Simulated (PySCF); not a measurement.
# C₃H₃F₂O+: NMR shifts at several levels of theory

Aim: compute the NMR shifts of C₃H₃F₂O+ (`[O+]#CCC(F)F`) at several levels, and see how far they spread and what each costs.

Computed with PySCF 2.14.0, with density-fitted response routines of our own, on a single molecule in the gas phase. Atoms count from 0, in the outputs and in this text.

## Step 1: Starting geometry

9 atoms, charge 1, multiplicity 1; geometry from: GFN2-xTB.

Bonds of the start (Å): O0–C1 1.11, C1–C2 1.38, C2–C3 1.60, C3–F4 1.33, C3–F5 1.32, C2–H6 1.11, C2–H7 1.10, C3–H8 1.10.

## Step 2: Optimising the geometry at PBE0-D3(BJ)/def2-SVP

The job: settings as JSON, then the geometry in Å.

```
{"job": {"xc": "PBE0", "basis": "def2-SVP", "d3": "d3bj", "grid": 1, "kind": "geom"}, "charge": 1, "multiplicity": 1}
O      2.505337    -0.620693     0.259676
C      1.533635    -0.080558     0.189022
C      0.313259     0.559675     0.107716
C     -0.915879    -0.393992    -0.258993
F     -0.971603    -1.370411     0.640413
F     -2.007757     0.347786    -0.155444
H      0.063259     1.000565     1.093249
H      0.337177     1.381646    -0.627311
H     -0.843866    -0.818024    -1.273508
```

The run is started by

```sh
$ OMP_NUM_THREADS=1 python probes_run.py task.json out
```

The driver reads the jobs from task.json and runs them one after another.

The program printed:

```text
step   0  E = -390.00336049  max force = 0.039530
step   1  E = -390.00534996  max force = 0.008144
step   2  E = -390.00562900  max force = 0.003038
step   3  E = -390.00571155  max force = 0.000748
step   4  E = -390.00572286  max force = 0.000429
optimisation converged
```

Run time: 11 s. Hardware: 1 thread, shared host.

Step by step:

```
step  energy from step 0 (eV)  largest force component (eV/Å)
   0                   0.0000                          2.0327
   1                  -0.0541                          0.4188
   2                  -0.0617                          0.1562
   3                  -0.0640                          0.0385
   4                  -0.0643                          0.0221
```

Close pairs (by a distance rule), those that changed most:

```csv
bond,before (Å),after (Å),change (Å)
C1–C2,1.381,1.421,+0.041
C2–C3,1.598,1.573,-0.025
C3–F5,1.324,1.319,-0.005
C3–F4,1.329,1.333,+0.004
C2–H7,1.103,1.107,+0.004
O0–C1,1.114,1.116,+0.002
C2–H6,1.108,1.110,+0.002
C3–H8,1.102,1.103,+0.001
```

The next job starts from the end point, and lists it.

| at the end point | value |
| --- | --- |
| point group (found at 0.08 Å tolerance) | C1 |
| rotational constants (GHz, main isotopes) | 8.957, 2.144, 1.809 |

## Step 3: NMR shieldings: KT2/pcSseg-2

The job: settings as JSON, then the geometry in Å.

```
{"job": {"kind": "nmr", "xc": "KT2", "basis": "pcSseg-2", "pop": false}, "charge": 1, "multiplicity": 1}
O      2.510623    -0.563302    -0.046908
C      1.521384    -0.046046    -0.059229
C      0.250242     0.589415    -0.059241
C     -0.940318    -0.437924    -0.021423
F     -0.656794    -1.333827     0.923899
F     -2.010779     0.262186     0.301197
H      0.207799     1.202368     0.865209
H      0.197587     1.265944    -0.934051
H     -1.081615    -0.939470    -0.993698
```

With the program's defaults for keys left out, this is: GIAO KT2/pcSseg-2 NMR shielding, non-relativistic, gas phase.

The program printed:

```text
coarse grid: 8376 points
cycle   1  E = -396.3103645251  dE =  1.353e+00  |g| = 1.154e+00  |ddm| = 2.240e+00
cycle   2  E = -394.7490618592  dE =  1.561e+00  |g| = 3.083e+00  |ddm| = 2.132e+00
cycle   3  E = -396.4964981802  dE = -1.747e+00  |g| = 4.771e-01  |ddm| = 1.639e+00
cycle   4  E = -396.5366048427  dE = -4.011e-02  |g| = 1.859e-01  |ddm| = 3.082e-01
cycle   5  E = -396.5420212783  dE = -5.416e-03  |g| = 5.076e-02  |ddm| = 9.684e-02
cycle   6  E = -396.5425293955  dE = -5.081e-04  |g| = 1.184e-02  |ddm| = 3.460e-02
cycle   7  E = -396.5425509825  dE = -2.159e-05  |g| = 5.363e-03  |ddm| = 8.755e-03
cycle   8  E = -396.5425553194  dE = -4.337e-06  |g| = 1.655e-03  |ddm| = 3.572e-03
final grid: 84160 points
cycle   9  E = -396.5501443735  dE = -3.887e-04  |g| = 3.062e-02  |ddm| = 1.789e-01
cycle  10  E = -396.5497429380  dE =  4.014e-04  |g| = 5.891e-02  |ddm| = 4.265e-02
cycle  11  E = -396.5502689622  dE = -5.260e-04  |g| = 8.801e-03  |ddm| = 2.932e-02
cycle  12  E = -396.5502825841  dE = -1.362e-05  |g| = 2.015e-03  |ddm| = 3.973e-03
cycle  13  E = -396.5502832976  dE = -7.136e-07  |g| = 5.407e-04  |ddm| = 1.308e-03
cycle  14  E = -396.5502833489  dE = -5.127e-08  |g| = 2.135e-04  |ddm| = 4.122e-04
cycle  15  E = -396.5502833560  dE = -7.136e-09  |g| = 4.984e-05  |ddm| = 1.347e-04
cycle  16  E = -396.5502833566  dE = -5.616e-10  |g| = 1.470e-05  |ddm| = 4.373e-05
converged SCF energy = -396.5502833566

GIAO shielding tensors (ppm)
atom      isotropic    diamagn.    paramagn.     s11        s22        s33       span
  0 O      -24.984     384.843    -409.827   -208.149   -202.451    335.647    543.796
  1 C       34.798     265.848    -231.050    -83.849    -75.617    263.859    347.709
  2 C      161.067     249.661     -88.593    132.985    163.573    186.644     53.660
  3 C       64.957     238.598    -173.641     44.316     66.735     83.820     39.504
  4 F      248.618     467.177    -218.559    150.102    273.724    322.029    171.927
  5 F      239.303     464.031    -224.728    163.126    245.037    309.747    146.621
  6 H       26.618      26.950      -0.332     23.217     25.821     30.815      7.598
  7 H       26.796      26.442       0.353     22.530     25.340     32.517      9.987
  8 H       24.093      27.167      -3.074     22.208     22.758     27.314      5.106
```

Wall time 26 s (1 thread, shared host).

Shifts follow as δ = σ(reference) − σ, with reference shieldings (ppm) from runs at the same level and on the same kind of geometry: 1H TMS 31.18, 13C TMS 182.3, 19F CFCl3 136.3, 17O H2O 324.4. The references are single molecules in the gas phase, so shifts against H2O, NH3, PH3, H3PO4 or CFCl3 are not on the usual liquid scales and can be off by tens of ppm. Atoms listed in one row are averaged.

| atoms | environment | σ (ppm) | δ (ppm) |
| --- | --- | --- | --- |
| C1 | acylium carbon | 34.8 | 147.5 |
| C3 | sp3 CH bonded to 2 F | 65.0 | 117.3 |
| C2 | sp3 CH2 | 161.1 | 21.2 |
| H8 | hydrogen on an sp3 CH bonded to 2 F | 24.09 | 7.08 |
| H6, H7 | hydrogen on an sp3 CH2 | 26.71 | 4.47 |
| O0 | oxygen bonded to C | -25.0 | 349.3 |
| F4, F5 | fluorine of a CF2 group | 244.0 | -107.6 |

## Step 4: NMR shieldings: KT3/pcSseg-2

The job, as its differences from that of step 3:

```diff
@@ -1,2 +1,2 @@
-{"job": {"kind": "nmr", "xc": "KT2", "basis": "pcSseg-2", "pop": false}, "charge": 1, "multiplicity": 1}
+{"job": {"kind": "nmr", "xc": "KT3", "basis": "pcSseg-2", "pop": false}, "charge": 1, "multiplicity": 1}
 O      2.510623    -0.563302    -0.046908
```

With the program's defaults for keys left out, this is: GIAO KT3/pcSseg-2 NMR shielding, non-relativistic, gas phase.

The program printed:

```text
coarse grid: 8376 points
cycle   1  E = -395.8297172880  dE =  1.338e+00  |g| = 1.152e+00  |ddm| = 2.162e+00
cycle   2  E = -394.2996119451  dE =  1.530e+00  |g| = 3.063e+00  |ddm| = 2.104e+00
cycle   3  E = -396.0134849306  dE = -1.714e+00  |g| = 4.816e-01  |ddm| = 1.620e+00
cycle   4  E = -396.0546088791  dE = -4.112e-02  |g| = 1.789e-01  |ddm| = 3.048e-01
cycle   5  E = -396.0596283592  dE = -5.019e-03  |g| = 4.940e-02  |ddm| = 9.598e-02
cycle   6  E = -396.0601106672  dE = -4.823e-04  |g| = 1.230e-02  |ddm| = 3.315e-02
cycle   7  E = -396.0601344888  dE = -2.382e-05  |g| = 5.238e-03  |ddm| = 8.695e-03
cycle   8  E = -396.0601387350  dE = -4.246e-06  |g| = 1.546e-03  |ddm| = 3.428e-03
final grid: 84160 points
cycle   9  E = -396.0649097809  dE = -3.496e-04  |g| = 3.122e-02  |ddm| = 1.484e-01
cycle  10  E = -396.0644271637  dE =  4.826e-04  |g| = 6.190e-02  |ddm| = 4.321e-02
cycle  11  E = -396.0650181139  dE = -5.910e-04  |g| = 1.355e-02  |ddm| = 3.093e-02
cycle  12  E = -396.0650522928  dE = -3.418e-05  |g| = 1.415e-03  |ddm| = 5.565e-03
cycle  13  E = -396.0650525716  dE = -2.788e-07  |g| = 5.551e-04  |ddm| = 9.595e-04
cycle  14  E = -396.0650526299  dE = -5.833e-08  |g| = 1.758e-04  |ddm| = 4.393e-04
cycle  15  E = -396.0650526352  dE = -5.252e-09  |g| = 5.038e-05  |ddm| = 1.097e-04
cycle  16  E = -396.0650526357  dE = -5.541e-10  |g| = 1.299e-05  |ddm| = 4.236e-05
converged SCF energy = -396.0650526357

GIAO shielding tensors (ppm)
atom      isotropic    diamagn.    paramagn.     s11        s22        s33       span
  0 O      -20.860     387.791    -408.651   -202.305   -197.260    336.985    539.290
  1 C       34.300     264.991    -230.691    -84.088    -76.354    263.340    347.428
  2 C      160.249     250.062     -89.813    133.059    162.530    185.159     52.100
  3 C       65.332     238.190    -172.858     44.775     67.226     83.997     39.222
  4 F      253.718     468.711    -214.993    158.809    280.531    321.814    163.005
  5 F      243.520     465.171    -221.650    169.927    251.941    308.692    138.765
  6 H       26.792      27.348      -0.556     23.410     26.003     30.963      7.552
  7 H       26.971      26.771       0.200     22.747     25.537     32.630      9.883
  8 H       24.320      27.499      -3.179     22.420     22.966     27.573      5.152
```

Run time: 26 s. Hardware: 1 thread, shared host.

Key values: δ C1 147.0, C3 116.0, C2 21.1, O0 344.7, H8 7.03, H6 4.47 ppm (means over like atoms).

## Step 5: Shielding tensors: B97-D/pcSseg-2

The job, as its differences from that of step 4:

```diff
@@ -1,2 +1,2 @@
-{"job": {"kind": "nmr", "xc": "KT3", "basis": "pcSseg-2", "pop": false}, "charge": 1, "multiplicity": 1}
+{"job": {"kind": "nmr", "xc": "B97-D", "basis": "pcSseg-2", "pop": false}, "charge": 1, "multiplicity": 1}
 O      2.510623    -0.563302    -0.046908
```

With the program's defaults for keys left out, this is: GIAO B97-D/pcSseg-2 NMR shielding, non-relativistic, gas phase.

The program printed:

```text
coarse grid: 8376 points
cycle   1  E = -390.4408945891  dE =  1.299e+00  |g| = 1.086e+00  |ddm| = 2.163e+00
cycle   2  E = -388.9948096911  dE =  1.446e+00  |g| = 2.975e+00  |ddm| = 1.886e+00
cycle   3  E = -390.6024256064  dE = -1.608e+00  |g| = 4.814e-01  |ddm| = 1.427e+00
cycle   4  E = -390.6444365364  dE = -4.201e-02  |g| = 1.563e-01  |ddm| = 2.906e-01
cycle   5  E = -390.6480381055  dE = -3.602e-03  |g| = 4.720e-02  |ddm| = 8.115e-02
cycle   6  E = -390.6484534775  dE = -4.154e-04  |g| = 1.164e-02  |ddm| = 2.900e-02
cycle   7  E = -390.6484743857  dE = -2.091e-05  |g| = 4.775e-03  |ddm| = 7.579e-03
cycle   8  E = -390.6484778069  dE = -3.421e-06  |g| = 1.447e-03  |ddm| = 3.045e-03
final grid: 84160 points
cycle   9  E = -390.6387440750  dE = -1.016e-04  |g| = 2.281e-02  |ddm| = 7.384e-02
cycle  10  E = -390.6385234047  dE =  2.207e-04  |g| = 4.422e-02  |ddm| = 2.953e-02
cycle  11  E = -390.6388081451  dE = -2.847e-04  |g| = 7.101e-03  |ddm| = 2.068e-02
cycle  12  E = -390.6388172697  dE = -9.125e-06  |g| = 9.584e-04  |ddm| = 2.879e-03
cycle  13  E = -390.6388174208  dE = -1.511e-07  |g| = 3.059e-04  |ddm| = 5.381e-04
cycle  14  E = -390.6388174367  dE = -1.592e-08  |g| = 9.422e-05  |ddm| = 2.204e-04
cycle  15  E = -390.6388174379  dE = -1.193e-09  |g| = 3.195e-05  |ddm| = 5.402e-05
cycle  16  E = -390.6388174381  dE = -2.367e-10  |g| = 6.225e-06  |ddm| = 2.606e-05
converged SCF energy = -390.6388174381

GIAO shielding tensors (ppm)
atom      isotropic    diamagn.    paramagn.     s11        s22        s33       span
  0 O      -29.100     390.867    -419.967   -213.044   -207.716    333.461    546.505
  1 C       26.904     265.741    -238.837    -94.384    -86.090    261.185    355.568
  2 C      157.348     250.486     -93.138    128.996    159.905    183.143     54.147
  3 C       60.179     238.268    -178.089     39.482     61.972     79.082     39.600
  4 F      257.368     468.620    -211.252    162.887    280.335    328.882    165.995
  5 F      246.250     465.411    -219.161    173.796    247.893    317.061    143.266
  6 H       26.834      27.449      -0.614     23.505     26.133     30.864      7.359
  7 H       27.042      26.974       0.068     22.893     25.686     32.546      9.653
  8 H       24.340      27.396      -3.056     22.509     23.057     27.453      4.945
```

Wall time 26 s (1 thread, shared host).

In short: δ C1 152.1, C3 118.8, C2 21.7, O0 354.3, H8 7.06, H6 4.46 ppm (means over like atoms).

## Step 6: Shielding tensors: B3LYP/pcSseg-2

The job, as its differences from that of step 5:

```diff
@@ -1,2 +1,2 @@
-{"job": {"kind": "nmr", "xc": "B97-D", "basis": "pcSseg-2", "pop": false}, "charge": 1, "multiplicity": 1}
+{"job": {"kind": "nmr", "xc": "B3LYP", "basis": "pcSseg-2", "pop": false}, "charge": 1, "multiplicity": 1}
 O      2.510623    -0.563302    -0.046908
```

Level: GIAO B3LYP/pcSseg-2 NMR shielding, non-relativistic, gas phase.

The program printed:

```text
coarse grid: 8376 points
cycle   1  E = -390.6768012781  dE =  1.385e+00  |g| = 1.027e+00  |ddm| = 2.119e+00
cycle   2  E = -389.8752433728  dE =  8.016e-01  |g| = 2.377e+00  |ddm| = 1.536e+00
cycle   3  E = -390.8497009994  dE = -9.745e-01  |g| = 3.497e-01  |ddm| = 1.030e+00
cycle   4  E = -390.8695826547  dE = -1.988e-02  |g| = 1.006e-01  |ddm| = 1.811e-01
cycle   5  E = -390.8710152946  dE = -1.433e-03  |g| = 2.555e-02  |ddm| = 4.244e-02
cycle   6  E = -390.8711290316  dE = -1.137e-04  |g| = 5.612e-03  |ddm| = 1.653e-02
cycle   7  E = -390.8711345470  dE = -5.515e-06  |g| = 1.463e-03  |ddm| = 3.770e-03
final grid: 84160 points
cycle   8  E = -390.8674532332  dE = -6.062e-05  |g| = 7.301e-03  |ddm| = 3.204e-02
cycle   9  E = -390.8674167244  dE =  3.651e-05  |g| = 1.602e-02  |ddm| = 1.006e-02
cycle  10  E = -390.8674626625  dE = -4.594e-05  |g| = 2.036e-03  |ddm| = 6.587e-03
cycle  11  E = -390.8674633868  dE = -7.243e-07  |g| = 4.548e-04  |ddm| = 1.113e-03
cycle  12  E = -390.8674634143  dE = -2.754e-08  |g| = 1.728e-04  |ddm| = 2.657e-04
cycle  13  E = -390.8674634188  dE = -4.501e-09  |g| = 3.524e-05  |ddm| = 1.123e-04
cycle  14  E = -390.8674634191  dE = -2.462e-10  |g| = 1.157e-05  |ddm| = 2.971e-05
converged SCF energy = -390.8674634191

GIAO shielding tensors (ppm)
atom      isotropic    diamagn.    paramagn.     s11        s22        s33       span
  0 O      -41.987     388.653    -430.641   -239.704   -230.699    344.442    584.146
  1 C       20.533     265.186    -244.653   -107.149   -100.685    269.433    376.582
  2 C      156.395     247.513     -91.119    128.520    158.790    181.874     53.353
  3 C       61.965     235.847    -173.883     42.405     62.943     80.546     38.142
  4 F      271.184     467.784    -196.599    176.824    294.423    342.306    165.482
  5 F      265.559     464.726    -199.167    189.644    273.999    333.034    143.390
  6 H       26.839      27.090      -0.251     23.385     26.042     31.090      7.705
  7 H       27.070      26.754       0.316     22.848     25.578     32.785      9.938
  8 H       24.541      27.231      -2.690     22.592     23.187     27.845      5.253
```

It took 19 s on 1 thread, shared host.

Key values: δ C1 158.7, C3 117.2, C2 22.8, O0 367.8, H8 6.85, H6 4.43 ppm (means over like atoms).

## Step 7: NMR shieldings: PBE0/pcSseg-2

The job, as its differences from that of step 6:

```diff
@@ -1,2 +1,2 @@
-{"job": {"kind": "nmr", "xc": "B3LYP", "basis": "pcSseg-2", "pop": false}, "charge": 1, "multiplicity": 1}
+{"job": {"kind": "nmr", "xc": "PBE0", "basis": "pcSseg-2", "pop": false}, "charge": 1, "multiplicity": 1}
 O      2.510623    -0.563302    -0.046908
```

With the program's defaults for keys left out, this is: GIAO PBE0/pcSseg-2 NMR shielding, non-relativistic, gas phase.

The program printed:

```text
coarse grid: 8376 points
cycle   1  E = -390.2802251708  dE =  1.403e+00  |g| = 9.711e-01  |ddm| = 2.125e+00
cycle   2  E = -389.6892367975  dE =  5.910e-01  |g| = 2.098e+00  |ddm| = 1.401e+00
cycle   3  E = -390.4448976047  dE = -7.557e-01  |g| = 3.046e-01  |ddm| = 8.972e-01
cycle   4  E = -390.4598797735  dE = -1.498e-02  |g| = 8.575e-02  |ddm| = 1.536e-01
cycle   5  E = -390.4609493997  dE = -1.070e-03  |g| = 2.143e-02  |ddm| = 3.741e-02
cycle   6  E = -390.4610257971  dE = -7.640e-05  |g| = 4.552e-03  |ddm| = 1.366e-02
cycle   7  E = -390.4610295084  dE = -3.711e-06  |g| = 1.221e-03  |ddm| = 3.244e-03
final grid: 84160 points
cycle   8  E = -390.4574052541  dE = -5.570e-05  |g| = 1.241e-02  |ddm| = 3.507e-02
cycle   9  E = -390.4572947477  dE =  1.105e-04  |g| = 2.773e-02  |ddm| = 1.596e-02
cycle  10  E = -390.4574333424  dE = -1.386e-04  |g| = 1.745e-03  |ddm| = 1.071e-02
cycle  11  E = -390.4574339331  dE = -5.908e-07  |g| = 3.775e-04  |ddm| = 1.183e-03
cycle  12  E = -390.4574339549  dE = -2.173e-08  |g| = 1.519e-04  |ddm| = 2.381e-04
cycle  13  E = -390.4574339579  dE = -3.044e-09  |g| = 3.132e-05  |ddm| = 7.850e-05
cycle  14  E = -390.4574339581  dE = -1.763e-10  |g| = 8.421e-06  |ddm| = 2.338e-05
converged SCF energy = -390.4574339581

GIAO shielding tensors (ppm)
atom      isotropic    diamagn.    paramagn.     s11        s22        s33       span
  0 O      -39.266     389.915    -429.181   -237.243   -228.113    347.559    584.802
  1 C       24.048     265.248    -241.200   -102.465    -96.339    270.949    373.414
  2 C      161.395     249.756     -88.360    134.046    163.639    186.502     52.456
  3 C       68.407     237.729    -169.321     48.910     69.229     87.082     38.171
  4 F      277.028     467.017    -189.989    183.034    298.777    349.272    166.239
  5 F      272.458     463.994    -191.536    196.353    280.227    340.796    144.443
  6 H       26.690      26.966      -0.276     23.099     25.753     31.217      8.118
  7 H       26.932      26.520       0.412     22.588     25.280     32.929     10.341
  8 H       24.464      27.213      -2.749     22.440     23.014     27.939      5.499
```

It took 20 s on 1 thread, shared host.

In short: δ C1 160.1, C3 115.7, C2 22.7, O0 367.4, H8 6.78, H6 4.43 ppm (means over like atoms).

## Step 8: Nuclear shieldings: mPW1PW91/pcSseg-2

The job, as its differences from that of step 7:

```diff
@@ -1,2 +1,2 @@
-{"job": {"kind": "nmr", "xc": "PBE0", "basis": "pcSseg-2", "pop": false}, "charge": 1, "multiplicity": 1}
+{"job": {"kind": "nmr", "xc": "mPW1PW91", "basis": "pcSseg-2", "pop": false}, "charge": 1, "multiplicity": 1}
 O      2.510623    -0.563302    -0.046908
```

With the program's defaults for keys left out, this is: GIAO mPW1PW91/pcSseg-2 NMR shielding, non-relativistic, gas phase.

The program printed:

```text
coarse grid: 8376 points
cycle   1  E = -390.5823158785  dE =  1.408e+00  |g| = 9.956e-01  |ddm| = 2.119e+00
cycle   2  E = -389.9595437320  dE =  6.228e-01  |g| = 2.149e+00  |ddm| = 1.417e+00
cycle   3  E = -390.7536636153  dE = -7.941e-01  |g| = 3.110e-01  |ddm| = 9.200e-01
cycle   4  E = -390.7692520804  dE = -1.559e-02  |g| = 8.796e-02  |ddm| = 1.563e-01
cycle   5  E = -390.7703730141  dE = -1.121e-03  |g| = 2.131e-02  |ddm| = 3.760e-02
cycle   6  E = -390.7704497564  dE = -7.674e-05  |g| = 4.634e-03  |ddm| = 1.373e-02
cycle   7  E = -390.7704535938  dE = -3.837e-06  |g| = 1.232e-03  |ddm| = 3.241e-03
final grid: 84160 points
cycle   8  E = -390.7659830050  dE = -5.936e-05  |g| = 8.701e-03  |ddm| = 3.394e-02
cycle   9  E = -390.7659307739  dE =  5.223e-05  |g| = 1.914e-02  |ddm| = 1.132e-02
cycle  10  E = -390.7659969009  dE = -6.613e-05  |g| = 1.407e-03  |ddm| = 7.460e-03
cycle  11  E = -390.7659972737  dE = -3.728e-07  |g| = 3.311e-04  |ddm| = 9.579e-04
cycle  12  E = -390.7659972906  dE = -1.691e-08  |g| = 1.365e-04  |ddm| = 2.085e-04
cycle  13  E = -390.7659972930  dE = -2.465e-09  |g| = 2.814e-05  |ddm| = 6.986e-05
cycle  14  E = -390.7659972932  dE = -1.438e-10  |g| = 7.333e-06  |ddm| = 2.069e-05
converged SCF energy = -390.7659972932

GIAO shielding tensors (ppm)
atom      isotropic    diamagn.    paramagn.     s11        s22        s33       span
  0 O      -40.247     390.467    -430.714   -238.764   -229.716    347.738    586.502
  1 C       23.310     265.104    -241.794   -103.533    -97.515    270.979    374.512
  2 C      160.704     250.010     -89.307    133.400    162.945    185.765     52.364
  3 C       67.758     237.916    -170.158     48.337     68.546     86.392     38.055
  4 F      277.946     467.254    -189.309    183.939    300.148    349.752    165.813
  5 F      273.383     464.233    -190.849    197.200    281.758    341.192    143.993
  6 H       26.728      27.003      -0.276     23.144     25.803     31.237      8.093
  7 H       26.979      26.563       0.416     22.651     25.339     32.947     10.296
  8 H       24.518      27.185      -2.666     22.503     23.079     27.974      5.470
```

Wall time 19 s (1 thread, shared host).

This run: δ C1 160.2, C3 115.8, C2 22.8, O0 367.3, H8 6.77, H6 4.44 ppm (means over like atoms).

## Step 9: Side by side: NMR shifts

Shifts (ppm), means over like atoms, with basis size and wall time:

| run | C1 | C3 | C2 | H8 | H6 | O0 | F4 | functions | time |
| --- | --- | --- | --- | --- | --- | --- | --- | --- | --- |
| KT2/pcSseg-2 | 147.5 | 117.3 | 21.2 | 7.08 | 4.47 | 349.3 | -107.6 | 258 | 26 s |
| KT3/pcSseg-2 | 147.0 | 116.0 | 21.1 | 7.03 | 4.47 | 344.7 | -101.7 | 258 | 26 s |
| B97-D/pcSseg-2 | 152.1 | 118.8 | 21.7 | 7.06 | 4.46 | 354.3 | -97.6 | 258 | 26 s |
| B3LYP/pcSseg-2 | 158.7 | 117.2 | 22.8 | 6.85 | 4.43 | 367.8 | -98.6 | 258 | 19 s |
| PBE0/pcSseg-2 | 160.1 | 115.7 | 22.7 | 6.78 | 4.43 | 367.4 | -98.9 | 258 | 20 s |
| mPW1PW91/pcSseg-2 | 160.2 | 115.8 | 22.8 | 6.77 | 4.44 | 367.3 | -98.5 | 258 | 19 s |

## Step 10: What came out

| quantity | value |
| --- | --- |
| point group | C1 |
| rotational constants (main isotopes) | 8.96, 2.14, 1.81 GHz |
| 13C shifts against TMS (KT2/pcSseg-2) | 147.5, 117.3, 21.2 ppm |
| 1H shifts against TMS (KT2/pcSseg-2, means over atoms taken as alike) | 7.08, 4.47 ppm |
| 17O shifts against H2O (KT2/pcSseg-2) | 349.3 ppm |
| 19F shifts against CFCl3 (KT2/pcSseg-2, means over atoms taken as alike) | -107.6 ppm |
| range of the shift of O0 | 344.7 to 367.8 ppm |

In words: Single values in the summary come from the first run of each kind that ended normally (KT2/pcSseg-2), which need not be the best level. The optimisation took 4 steps and gained 0.064 eV; among the close pairs (by a distance rule), C1–C2 changed most, from 1.381 to 1.421 Å. The most deshielded hydrogen is H8 (hydrogen on an sp3 CH bonded to 2 F), at 7.08 ppm: its carbon carries F, hence the downfield position. At KT2/pcSseg-2: Shielding is most anisotropic at O0 (span 544 ppm, paramagnetic term -410 ppm). In ppm, O0 moves most: its shift spreads over 23.2 ppm, from 344.7 (KT3/pcSseg-2) to 367.8 (B3LYP/pcSseg-2).
